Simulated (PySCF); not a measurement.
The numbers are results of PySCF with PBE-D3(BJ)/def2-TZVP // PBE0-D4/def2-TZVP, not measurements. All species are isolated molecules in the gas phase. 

Reference species (SMILES): `[SeH]` (neutral, multiplicity 2).

The highest occupied spin orbital is -5.80 eV.

Changed species: `[SH]` (radical fragment; the reference has radical fragment).

**Question.** Predict the effect on the highest occupied spin orbital.

**Answer.** the highest occupied spin orbital drops by 0.32 eV, to -6.12 eV.
